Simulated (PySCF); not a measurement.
Vertical excitation energies

Compound: 1,2-dimethylhydrazine, C2H8N2.
Atom-mapped SMILES: `[CH3:1][NH:2][NH:3][CH3:4]` (hydrogens: H5, H6, H7 on C1; H8 on N2; H9 on N3; H10, H11, H12 on C4)

Cartesian coordinates in Å at the GFN2-xTB level; atoms count from 1:
```
atom  x, y, z in Å
C1     1.811   -0.125   -0.154
N2     0.420   -0.496   -0.281
N3    -0.421    0.487    0.295
C4    -1.789    0.311   -0.138
H5     1.946    0.841   -0.638
H6     2.414   -0.872   -0.667
H7     2.151   -0.042    0.889
H8     0.263   -1.423    0.132
H9    -0.371    0.480    1.320
H10   -1.807    0.370   -1.225
H11   -2.388    1.120    0.276
H12   -2.226   -0.652    0.167
```

Method used: PySCF, TDDFT CAM-B3LYP/def2-SVPD, vertical, gas phase, core orbitals frozen in the response.

```csv
state,E (eV),E (hartree),f,|μ| (D),symmetry,"main configurations (H = HOMO, L = LUMO)"
S1,5.73,0.2105,0.015,0.84,B,H→L (90%)
S2,6.56,0.2412,0.0006,0.15,–,"H-1→L (55%), H→L+3 (20%), H→L+1 (19%)"
S3,6.92,0.2543,0.030,1.07,A,"H→L+1 (72%), H→L+3 (17%)"
S4,7.21,0.2651,0.033,1.10,A,"H→L+3 (60%), H-1→L (31%)"
S5,7.32,0.2688,0.0026,0.31,B,H→L+2 (84%)
S6,7.95,0.2921,0.030,1.00,B,"H-1→L+1 (61%), H-1→L+3 (20%)"
S7,8.04,0.2956,0.119,1.98,B,"H-1→L+3 (56%), H-1→L+1 (25%), H→L+4 (11%)"
S8,8.31,0.3052,0.0009,0.17,–,"H→L+5 (46%), H-1→L+2 (44%)"
```

Triplets, Tamm–Dancoff:

```csv
state,E (eV),λ (nm),"main configurations (H = HOMO, L = LUMO)"
T1,5.44,227.9,"H→L (86%), H→L+2 (9%)"
T2,6.27,197.7,"H-1→L (52%), H→L+3 (30%)"
T3,6.78,182.8,"H→L+1 (74%), H→L+3 (20%)"
```

The lowest singlet lies at 5.73 eV (216 nm, ultraviolet) and is weak; its leading configuration is HOMO→LUMO (90%). The strongest level in the table is S7 at 8.04 eV (154 nm, f = 0.119). Löwdin shares by element: HOMO nitrogen 70%, carbon 12% (atoms not listed hold the other 18%); LUMO carbon 37%, hydrogen 26% or more (atoms not listed hold the other 37%). Orbital energies (eV): HOMO-3 -12.20, HOMO-2 -11.82, HOMO-1 -8.72, HOMO -7.67, LUMO 1.38, LUMO+1 2.00, LUMO+2 2.68. Weighted by f, the mean energy of these states is 7.60 eV. Of the 8 states listed, 5 reach f = 0.01 and none stays under 0.0005. Symmetry labels in C2 follow from the direction of the transition dipole and are given only for states with f of 0.002 or more. The window holds the lowest 8 singlets.

One conformer stands for the species.
